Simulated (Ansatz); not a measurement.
Relaxation of C₄H₆OS (12 atoms, charge 0, multiplicity 1), to a largest force component of 0.02 eV/Å in at most 50 steps.

Method: RKS B3LYP/6-31G (Ansatz 0.2.0).

```xyz
12
Properties=species:S:1:pos:R:3
C 2.311 -1.651 -0.484
C 1.062 -1.520 -0.500
O -0.296 -1.427 -0.527
C -0.659 -0.378 0.345
C -0.791 0.930 -0.425
S -1.442 2.287 0.640
H 1.625 -0.609 -0.295
H -1.701 -0.664 0.661
H -0.112 -0.301 1.297
H 0.203 1.225 -0.744
H -1.442 0.836 -1.270
H -0.408 2.298 1.535
```

Q: Where does it end, and by what steps?

A: It converged. Limits of this set-up: no polarisation functions. After 20 steps the energy has fallen by 3.456 eV; H7 moved furthest, 1.94 Å. Parted: C2–H7.

| step | energy less start (eV) | largest force component (eV/Å) | accepted |
| --- | --- | --- | --- |
| 0 | 0.0000 | 4.610 | yes |
| 1 | -0.6914 | 1.695 | yes |
| 2 | -0.8862 | 0.604 | yes |
| 3 | -0.9706 | 0.557 | yes |
| 4 | -1.0190 | 0.617 | yes |
| 5 | -1.0822 | 0.580 | yes |
| 6 | -1.1890 | 0.800 | yes |
| 7 | -1.3835 | 1.197 | yes |
| 8 | -1.6642 | 1.801 | yes |
| 9 | -2.1248 | 2.046 | yes |
| 10 | -2.5805 | 1.845 | yes |
| 11 | -3.0053 | 1.743 | yes |
| 12 | -3.2910 | 1.958 | yes |
| 13 | -3.3853 | 0.962 | yes |
| 14 | -3.3968 | 1.030 | yes |
| 15 | -3.4397 | 0.437 | yes |
| 16 | -3.4483 | 0.292 | yes |
| 17 | -3.4551 | 0.122 | yes |
| 18 | -3.4560 | 0.038 | yes |
| 19 | -3.4563 | 0.058 | yes |
| 20 | -3.4564 | 0.014 | yes |

```xyz
12
Properties=species:S:1:pos:R:3
C 2.165 -1.466 -0.769
C 0.972 -1.432 -0.559
O -0.340 -1.429 -0.347
C -0.889 -0.322 0.493
C -0.894 0.978 -0.293
S -1.670 2.390 0.723
H 3.209 -1.517 -0.959
H -1.897 -0.656 0.735
H -0.288 -0.251 1.405
H 0.112 1.270 -0.600
H -1.522 0.892 -1.182
H -0.608 2.569 1.588
```

Time of the run: 85 s on 1 CPU thread of a shared host.
